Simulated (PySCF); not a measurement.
# Nonlinear optical response: `CC(C)N`, C$_{3}$H$_{9}$N

Geometry:
| atom | x (Å) | y (Å) | z (Å) |
| --- | --- | --- | --- |
| C1 | 1.317 | -0.417 | 0.114 |
| C2 | -0.108 | -0.131 | -0.319 |
| C3 | -0.514 | 1.291 | 0.016 |
| N4 | -1.004 | -1.052 | 0.372 |
| H5 | 1.413 | -0.296 | 1.196 |
| H6 | 2.018 | 0.260 | -0.379 |
| H7 | 1.609 | -1.441 | -0.139 |
| H8 | -0.157 | -0.249 | -1.416 |
| H9 | 0.133 | 2.012 | -0.489 |
| H10 | -1.544 | 1.492 | -0.293 |
| H11 | -0.447 | 1.455 | 1.095 |
| H12 | -1.960 | -0.914 | 0.067 |
| H13 | -0.760 | -2.012 | 0.159 |

Method: quadratic response CAM-B3LYP/def2-TZVPD first hyperpolarisability, Taylor convention, gas phase in PySCF. Geometry: PBE0-D3(BJ)/def2-TZVP.

Problem. What is the first hyperpolarisability, and how does it disperse?

Solution. In au, Taylor convention; the vector part is βᵢ = ⅓ Σⱼ (βᵢⱼⱼ + βⱼᵢⱼ + βⱼⱼᵢ); β∥ is 3/5 of the vector part along the dipole, the dipole points from − to +:
| process | λ (nm) | β vector norm | β∥ | β HRS | depolarisation ratio |
| --- | --- | --- | --- | --- | --- |
| static β(0;0,0) | ∞ | 42.5 | 8.0 | 25.2 | 2.49 |
| second harmonic β(−2ω;ω,ω) | 1907 | 44.3 | 8.4 | 26.2 | 2.48 |
| Pockels β(−ω;ω,0) | 1907 | 43.1 | 8.1 | – | – |
| second harmonic β(−2ω;ω,ω) | 1064 | 48.6 | 9.3 | 28.8 | 2.44 |
| Pockels β(−ω;ω,0) | 1064 | 44.4 | 8.4 | – | – |

Problem. Which lowest excitations, dipole and polarisabilities go with it?

Solution. S1 6.01 eV (f = 0.013); S2 7.21 eV (f = 0.001); S3 7.30 eV (f = 0.081); dipole 1.30 D; isotropic α 49.7 au static, 49.8 au at 1907 nm, 50.0 au at 1064 nm, 50.1 au at 953.5 nm, 51.2 au at 532 nm.
